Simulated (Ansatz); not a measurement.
**Relaxing CrBi2**

Method: DFT PBE, scalar-relativistic, plane waves, PAW in Ansatz. Cutoff 420 eV, Γ-centred k mesh, Gaussian smearing, collinear spin, first started from parallel moments.

The start puts CrBi2 on the cadmium chloride structure type (R-3m, No. 166), with Cr in place of Cd, Bi in place of Cl, at a guessed volume.

```
CELL_PARAMETERS angstrom
1.93477 1.11704 5.84351
-1.93477 1.11704 5.84351
0.00000 -2.23408 5.84351
ATOMIC_POSITIONS crystal
Cr 0.00000 0.00000 0.00000
Bi 0.75000 0.75000 0.75000
Bi 0.25000 0.25000 0.25000
```

Cell and atoms relax at zero pressure; the relaxation can't lower the symmetry of the start. After a coarse first stage the cell is made exact in the group found at 0.06 Å.

Energies over the elements count from the elements' standard structures at the same level, with no empirical corrections.

**Question.** What does it relax into?

**Answer.** It ends in Fm-3m (No. 225). The result has the fluorite structure. Conventional cell: a = 6.962 Å. Cr is coordinated by 8 Bi at 3.01 Å; Bi is coordinated by 4 Cr at 3.01 Å and 6 Bi at 3.48 Å.

Space group Fm-3m (No. 225). a = 6.962 Å, b = 6.962 Å, c = 6.962 Å, α = 90.00°, β = 90.00°, γ = 90.00°
| atom | site | symmetry | x | y | z |
| --- | --- | --- | --- | --- | --- |
| Cr | 4a | m-3m | 0.0000 | 0.0000 | 0.0000 |
| Bi | 8c | -43m | 0.2500 | 0.2500 | 0.7500 |

**Question.** What are its volume, energy, gap and moment?

**Answer.** The volume per atom is 28.13 Å³. The density is 9.25 g/cm³ and the energy over the elements is 0.30 eV/atom. The gap on the 12×12×12 mesh is 0 eV (a metal), the net moment per atom is 1.30 μB and the largest site moment is 3.71 μB.

The final run used a 12×12×12 mesh on its 3-atom cell and 0.10 eV smearing. For metals, differences of a few meV/atom aren't resolved. Spin–orbit coupling is left out. A structure relaxed within its symmetry needn't be a true minimum. The steps took about 8 core-minutes in all.